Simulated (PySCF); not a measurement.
C₄H₅ (doublet state).
Structure used (GFN2-xTB), in Å, numbered top down from 1:
```xyz
9
C4H5 angstrom
C     -1.946    0.534    0.552
C     -0.793    0.572   -0.045
C      0.300   -0.388    0.143
C      1.460   -0.297   -0.493
H     -2.458   -0.072    1.262
H     -0.570    1.364   -0.753
H      0.108   -1.191    0.841
H      1.665    0.498   -1.191
H      2.248   -1.015   -0.340
```

The hyperfine couplings belong to this conformer and change with its torsions.

The species is `[H]/[C]=C\C=C` [radical].

Level of theory: UKS B3LYP, pcH-1 on C H, non-relativistic, mean-field spin-orbit, GIAO (PySCF 2.14.0). One conformer (not necessarily the lowest) at the GFN2-xTB geometry, without solvent, vibrations or thermal averaging. Couplings are sensitive to structure, and on GFN2-xTB geometries they can be far from those on DFT ones. No stability test was run, so a lower SCF solution isn't excluded.

The isotropic 13C couplings are +333.5, +93.4, -12.1, -0.8 MHz. Assign them to C1; C2; C3; C4.

```tsv
site	a_iso (MHz)	ρ(0) (bohr⁻³)	position	distance from C1 (Å)	spin population	largest |T| (MHz)
C1	+333.5	+0.2967	largest spin population	0.00	+1.08	142.3
C2	-12.1	-0.0108	1 bond from C1	1.30	-0.17	19.9
C3	+93.4	+0.0831	2 bonds from C1	2.46	+0.09	10.4
C4	-0.8	-0.0007	3 bonds from C1	3.66	-0.06	10.3
```

The isotropic 1H couplings are +113.3, +38.0, +9.3, -6.8, +3.4 MHz. Assign them to H5; H6; H7; H8; H9.

```json
{"site": "H5", "a_iso (MHz)": "+38.0", "ρ(0) (bohr⁻³)": "+0.0085", "position": "1 bond from C1", "distance from C1 (Å)": "1.07", "bound to": "C1", "spin population there": "+1.08", "largest |T| (MHz)": "40.9"}
{"site": "H6", "a_iso (MHz)": "+113.3", "ρ(0) (bohr⁻³)": "+0.0254", "position": "2 bonds from C1, on C2 of spin population -0.17", "distance from C1 (Å)": "2.07", "bound to": "C2", "spin population there": "-0.17", "largest |T| (MHz)": "12.5"}
{"site": "H7", "a_iso (MHz)": "-6.8", "ρ(0) (bohr⁻³)": "-0.0015", "position": "3 bonds from C1", "distance from C1 (Å)": "2.70", "bound to": "C3", "spin population there": "+0.09", "largest |T| (MHz)": "7.2"}
{"site": "H8", "a_iso (MHz)": "+3.4", "ρ(0) (bohr⁻³)": "+0.0008", "position": "4 bonds from C1", "distance from C1 (Å)": "4.01", "bound to": "C4", "spin population there": "-0.06", "largest |T| (MHz)": "4.2"}
{"site": "H9", "a_iso (MHz)": "+9.3", "ρ(0) (bohr⁻³)": "+0.0021", "position": "4 bonds from C1", "distance from C1 (Å)": "4.56", "bound to": "C4", "spin population there": "-0.06", "largest |T| (MHz)": "2.4"}
```

ρ(0) is the spin density at the nucleus and T the dipolar tensor. The Mulliken spin populations are largest on C1 (+1.08), C2 (-0.17) and C3 (+0.09). No atom but C1 exceeds +0.15.
